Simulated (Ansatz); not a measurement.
One change: `CCC(O)Cl` becomes `CC(O)Cl`.

Ansatz, PBE0-D4/def2-TZVP geometries, multiplicity 1. Each molecule was computed in one conformer, which needn't be the lowest.

```csv
property,`CCC(O)Cl`
HOMO–LUMO gap (PBE/def2-TZVPP) / eV,6.47
size of the dipole moment (ωB97M-V/def2-TZVPP) / D,1.68
LUMO energy (B3LYP/def2-TZVPP) / eV,0.35
HOMO–LUMO gap (B3LYP/def2-TZVPP) / eV,8.41
HOMO energy (PBE0/def2-TZVPP) / eV,-8.31
LUMO energy (ωB97M-V/def2-TZVPP) / eV,2.34
```

(1) Give the same properties after the change, and the shifts. (Estimate.)

## Answers

(1) Ansatz gave: 
```json
{"property": "HOMO–LUMO gap (PBE/def2-TZVPP) / eV", "`CC(O)Cl`": "6.56", "shift": "0.09"}
{"property": "size of the dipole moment (ωB97M-V/def2-TZVPP) / D", "`CC(O)Cl`": "2.24", "shift": "0.56"}
{"property": "LUMO energy (B3LYP/def2-TZVPP) / eV", "`CC(O)Cl`": "0.35", "shift": "0.00"}
{"property": "HOMO–LUMO gap (B3LYP/def2-TZVPP) / eV", "`CC(O)Cl`": "8.49", "shift": "0.08"}
{"property": "HOMO energy (PBE0/def2-TZVPP) / eV", "`CC(O)Cl`": "-8.39", "shift": "-0.08"}
{"property": "LUMO energy (ωB97M-V/def2-TZVPP) / eV", "`CC(O)Cl`": "2.33", "shift": "-0.01"}
```

The zero-point energy changes by -75.0 kJ/mol with -9 modes. Dipoles are sizes alone; their direction can turn.

B3LYP here is the variant with VWN-RPA as its local correlation; programs differ in this.
